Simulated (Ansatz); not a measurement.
# CuN2⁺, singlet: the ladder up to RCCSDT(Q)

Geometry: a PBE0/def2-TZVP stationary point for this spin, not checked as a minimum.

```xyz
3

Cu    0.0000    0.0000    1.6488
N     0.0000    0.0000   -0.2799
N     0.0000    0.0000   -1.3689
```

Basis def2-SVP; Ansatz 0.2.0. Correlated methods freeze the noble-gas cores, which leaves 20 electrons in 48 orbitals. R marks a restricted (for open shells ROHF) determinant. Active spaces: frontier = (8e, 8o) about the gap. No spin–orbit coupling is included, and no scalar relativity. The metal's outer-core shells are frozen, which leaves out core–valence correlation.

Full CI isn't at hand for all of this; RCCSDT(Q) serves as the reference, and is uncertain by the last step of the cluster series or more.

The UHF ⟨S²⟩ is 0.000, the T1 diagnostic (RCCSD) is 0.0194 and the largest doubles amplitude (RCCSD) is 0.074.

```tsv
level	E − E(RHF) (eV)
RMP2	-16.1473
RCCSD	-15.2927
RCCSD(T)	-15.9310
```

Question: Estimate how far RCCSDT(Q) in def2-SVP lies from RCCSD(T). The table doesn't fix it; the size of (T) and the diagnostics are the guide.

Answer: RCCSDT(Q) in def2-SVP lies 1.3 kJ/mol above RCCSD(T), which is 2 % of the (T) step (-61.6 kJ/mol). (T) overshoots here: it takes the energy past the reference.

The other levels:

```json
{"level": "CISD", "E − E(RCCSDT(Q)) (kJ/mol)": "216.7", "share of correlation (%)": "85.89", "wall time": "4.4 s"}
{"level": "RCCSDT", "E − E(RCCSDT(Q)) (kJ/mol)": "0.1", "share of correlation (%)": "99.99", "wall time": "–"}
{"level": "CASSCF (frontier space)", "E − E(RCCSDT(Q)) (kJ/mol)": "1116.2", "share of correlation (%)": "27.32", "wall time": "–"}
{"level": "NEVPT2 (frontier space)", "E − E(RCCSDT(Q)) (kJ/mol)": "27.2", "share of correlation (%)": "98.23", "wall time": "12 s"}
{"level": "MRCISD (frontier space)", "E − E(RCCSDT(Q)) (kJ/mol)": "107.9", "share of correlation (%)": "92.98", "wall time": "–"}
{"level": "MRCISD+Q (frontier space)", "E − E(RCCSDT(Q)) (kJ/mol)": "27.9", "share of correlation (%)": "98.18", "wall time": "16 s"}
```

The correlation energy at RCCSDT(Q), counted from RHF, is -15.918 eV. That run took 63 s on 1 thread of Arm Neoverse V1, shared host.

Times hold each run's SCF and search for its determinant on a shared host, so for small cases they say little of a method's own cost; they ran on 1 thread of Arm Neoverse V1. Some runs computed forces too.
